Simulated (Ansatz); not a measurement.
# Worked example: HN–NH⁺, quartet against HN–NH, triplet

Geometry (PBE0/def2-TZVP stationary point of a triplet), kept for both states (HN–NH, triplet: Bg; HN–NH⁺, quartet: Bu):

```
atom   x (Å)    y (Å)    z (Å)
   N  0.0000  -0.1683   0.6052
   N  0.0000   0.1683  -0.6052
   H  0.0000   0.5334   1.3366
   H  0.0000  -0.5334  -1.3366
```

Basis cc-pVTZ; Ansatz 0.2.0. Correlated methods freeze the noble-gas cores. R marks a restricted (for open shells ROHF) determinant, U an unrestricted one.

Full CI isn't at hand for all of this; UCCSDT(Q) serves as the reference, and is uncertain by the last step of the cluster series or more.

```json
{"level": "UHF", "E(HN–NH, triplet) (hartree)": "-109.985176", "E(HN–NH⁺, quartet) (hartree)": "-109.610190"}
{"level": "UMP2", "E(HN–NH, triplet) (hartree)": "-110.366408", "E(HN–NH⁺, quartet) (hartree)": "-109.908604"}
{"level": "UCCSD(T)", "E(HN–NH, triplet) (hartree)": "-110.397392", "E(HN–NH⁺, quartet) (hartree)": "-109.946343"}
{"level": "PBE", "E(HN–NH, triplet) (hartree)": "-110.492789", "E(HN–NH⁺, quartet) (hartree)": "-110.028955"}
{"level": "wB97M-V", "E(HN–NH, triplet) (hartree)": "-110.570148", "E(HN–NH⁺, quartet) (hartree)": "-110.114171"}
{"level": "UCCSDT(Q)", "E(HN–NH, triplet) (hartree)": "-110.398810", "E(HN–NH⁺, quartet) (hartree)": "-109.947511"}
```

**Question.** Give the vertical gap, HN–NH⁺ quartet less HN–NH triplet, at each level in eV (1 hartree = 27.2114 eV), and each error against UCCSDT(Q).

**Answer.** UCCSDT(Q): (-109.947511 − (-110.398810)) × 27.2114 = 12.280 eV (the reference)
wB97M-V: (-110.114171 − (-110.570148)) × 27.2114 = 12.408 eV, error 0.128 eV
PBE: (-110.028955 − (-110.492789)) × 27.2114 = 12.622 eV, error 0.342 eV
UCCSD(T): (-109.946343 − (-110.397392)) × 27.2114 = 12.274 eV, error -0.006 eV
UMP2: (-109.908604 − (-110.366408)) × 27.2114 = 12.457 eV, error 0.177 eV
UHF: (-109.610190 − (-109.985176)) × 27.2114 = 10.204 eV, error -2.076 eV

Total energies of functionals can't be set beside those of wave-function methods, since they hold the core's correlation and their own absolute errors; only the differences compare.

The reference still carries a basis error, for a change of charge of the order of 0.1 eV, so smaller errors of functionals can't be ranked.

Each level lands on the state that its own search finds. T1 diagnostics of restricted CCSD: 0.017 and 0.018.
